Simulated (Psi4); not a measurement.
# PBE/d-aug-cc-pVDZ (sweep point 5) run of OH− (hydroxide)

Aim: the vertical ionisation energy of OH− (hydroxide) at PBE/d-aug-cc-pVDZ (sweep point 5), from 2 runs. 

The results are computed with Psi4 1.11.

## 1. Starting point

OH− has 2 atoms, charge -1, and is taken as a singlet. SMILES: `[OH-]`. The coordinates come from a PBE0-D4/def2-TZVPD relaxation.

Bond lengths: O1–H2 0.964 Å.

## 2. The energy at PBE/d-aug-cc-pVDZ (sweep point 5)

job.inp

```
memory 1.6 GB

molecule {
  -1 1
  O      0.411800    -0.131800     0.212500
  H     -0.411800     0.131800    -0.212500
  symmetry c1
}

set basis d-aug-cc-pVDZ
set reference rks
set puream true
set scf_type pk
set dft_radial_points 99
set dft_spherical_points 590

energy('pbe')
print_variables()
```

Launch:

```bash
psi4 -n 1 job.inp job.out
```

job.out, cut to the lines that bear on the results:

```text
[...]
  Running in c1 symmetry.
[...]
  Nuclear repulsion =    4.393567039872164
[...]
  Multiplicity = 1
[...]
  Nalpha       = 5
  Nbeta        = 5
[...]
    Number of basis functions: 45
[...]
   @RKS iter   1:   -75.31801255167778    5.15350e-03   2.14875e-02 DIIS/ADIIS
[...]
   @RKS iter  13:   -75.73823021477935   -2.47941e-09   5.38359e-07 DIIS
[...]
    Orbital Energies [Eh]
    ---------------------
    Doubly Occupied:
       1A    -18.444593     2A     -0.538756     3A     -0.068706
       4A      0.065338     5A      0.065338
[...]
  @RKS Final Energy:   -75.73823021477935
   => Energetics <=
    Nuclear Repulsion Energy =              4.3935670398721642
    One-Electron Energy =                -115.9894429042903141
    Two-Electron Energy =                  44.8622207954871612
    DFT Exchange-Correlation Energy =      -9.0045751458483601
    Empirical Dispersion Energy =           0.0000000000000000
    VV10 Nonlocal Energy =                  0.0000000000000000
    Total Energy =                        -75.7382302147793496
[...]
 Multipole Moments:
 ------------------------------------------------------------------------------------
     Multipole            Electronic (a.u.)      Nuclear  (a.u.)        Total (a.u.)
 ------------------------------------------------------------------------------------
 L = 1.  Multiply by 2.5417464519 to convert [e a0] to [Debye]
 Dipole X            :          0.0000000           -0.0000000            0.0000000
 Dipole Y            :          0.0000000           -0.0000000            0.0000000
 Dipole Z            :          0.4366205           -0.8494811           -0.4128606
 Magnitude           :                                                    0.4128606
[...]
```

Wall time 3.9 s (1 thread of Intel Xeon 6975P-C (Granite Rapids), shared host); peak memory 0.38 GiB.

## 3. Doublet neutral OH at the same level

input.dat

```
memory 1600 MB

molecule mol {
  0 2
  O      0.411800    -0.131800     0.212500
  H     -0.411800     0.131800    -0.212500
  units angstrom
  symmetry c1
}

set {
  basis                d-aug-cc-pVDZ
  reference            uks
  puream               true
  scf_type             pk
  dft_radial_points    99
  dft_spherical_points 590
  maxiter              150
}

energy("pbe")
```

Launch:

```bash
psi4 -i input.dat -o output.dat -n 1
```

output.dat, cut to the lines that bear on the results:

```text
[...]
  Running in c1 symmetry.
[...]
  Nuclear repulsion =    4.393567039872164
[...]
  Multiplicity = 2
[...]
  Nalpha       = 5
  Nbeta        = 4
[...]
    Number of basis functions: 45
[...]
   @UKS iter   1:   -75.59538475549930   -2.72219e-01   8.94788e-03 DIIS/ADIIS
[...]
   @UKS iter   7:   -75.66311604603519   -2.65686e-08   5.13034e-07 DIIS
[...]
   @S^2 Observed:                7.520332441E-01
[...]
    Orbital Energies [Eh]
    ---------------------
    Alpha Occupied:
       1A    -18.850474     2A     -0.940587     3A     -0.431419
       4A     -0.367055     5A     -0.293843
    Alpha Virtual:
       6A     -0.030083     7A      0.014112     8A      0.022525
       9A      0.024298    10A      0.025568    11A      0.056900
      12A      0.065556    13A      0.067219    14A      0.078714
      15A      0.162849    16A      0.166191    17A      0.170823
      18A      0.176105    19A      0.214440    20A      0.214503
      21A      0.233793    22A      0.239578    23A      0.270147
      24A      0.390618    25A      0.436612    26A      0.443209
[...]
  @UKS Final Energy:   -75.66311604603519
   => Energetics <=
    Nuclear Repulsion Energy =              4.3935670398721642
    One-Electron Energy =                -112.5587415004918057
    Two-Electron Energy =                  41.2922229005771442
    DFT Exchange-Correlation Energy =      -8.7901644859926868
    Empirical Dispersion Energy =           0.0000000000000000
    VV10 Nonlocal Energy =                  0.0000000000000000
    Total Energy =                        -75.6631160460351850
[...]
 Multipole Moments:
 ------------------------------------------------------------------------------------
     Multipole            Electronic (a.u.)      Nuclear  (a.u.)        Total (a.u.)
 ------------------------------------------------------------------------------------
 L = 1.  Multiply by 2.5417464519 to convert [e a0] to [Debye]
 Dipole X            :          0.0000000           -0.0000000            0.0000000
 Dipole Y            :          0.0000000           -0.0000000            0.0000000
 Dipole Z            :          0.2272513           -0.8494811           -0.6222298
 Magnitude           :                                                    0.6222298
[...]
```

It took 3.6 s on 1 thread of Intel Xeon 6975P-C (Granite Rapids), shared host; peak memory 0.38 GiB.

## 4. What came out

Level: PBE/d-aug-cc-pVDZ (sweep point 5).

| quantity | value |
| --- | --- |
| singlet OH−: total energy | -75.73823 Eh |
| singlet OH−: HOMO energy | 1.78 eV |
| singlet OH−: LUMO energy | 2.02 eV |
| singlet OH−: HOMO–LUMO gap (to an unbound level, set by the basis) | 0.25 eV |
| doublet neutral OH: total energy | -75.66312 Eh |
| doublet neutral OH: dipole moment | 1.58 D |
| doublet neutral OH: HOMO energy (highest over α and β) | -7.34 eV |
| doublet neutral OH: LUMO energy (lowest over α and β) | -6.51 eV |
| doublet neutral OH: ⟨S²⟩ | 0.752 |
| vertical detachment energy (to the doublet neutral) | 2.044 eV |

In words: Removing an electron at fixed nuclei costs 2.04 eV (197 kJ/mol). −ε(HOMO) before ionisation, -1.78 eV, is 3.82 eV below this ionisation energy. The HOMO (singlet OH−) lies at positive energy, 1.78 eV, as semi-local functionals often give for anions; only total energies tell whether the electron is bound.
